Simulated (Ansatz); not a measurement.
C₂H₄FN (`N/C=C\F`) at its PBE0-D4/def2-TZVP geometry, where that method's forces vanish. Charge 0, multiplicity 1.

```csv
atom,x (Å),y (Å),z (Å)
N1,-0.656,-0.805,0.717
C2,-0.199,0.404,0.224
C3,0.528,0.566,-0.873
F4,0.955,-0.507,-1.576
H5,-0.186,-1.613,0.338
H6,-0.739,-0.851,1.719
H7,-0.523,1.294,0.750
H8,0.821,1.513,-1.300
```

**Question.** For each bond, give half the difference of the two atoms' forces along it (eV/Å; positive pushes the atoms apart) under PBE-D4, r2SCAN-D4, B3LYP-D4, ωB97M-V in def2-TZVPP. (An estimate is asked.)

**Answer.** Ansatz gave: 
| bond | length (Å) | PBE-D4 | r2SCAN-D4 | B3LYP-D4 | ωB97M-V |
| --- | --- | --- | --- | --- | --- |
| N1–C2 | 1.384 | -0.02 | 0.08 | 0.23 | 0.38 |
| N1–H5 | 1.008 | 0.22 | -0.01 | -0.04 | -0.11 |
| N1–H6 | 1.007 | 0.19 | -0.01 | -0.05 | -0.09 |
| C2–C3 | 1.326 | 0.34 | 0.13 | -0.04 | -0.24 |
| C2–H7 | 1.083 | -0.04 | -0.11 | -0.16 | -0.14 |
| C3–F4 | 1.352 | 0.45 | 0.31 | 0.42 | 0.36 |
| C3–H8 | 1.079 | -0.10 | -0.18 | -0.20 | -0.12 |

B3LYP here is the variant with VWN-RPA as its local correlation; programs differ in this.
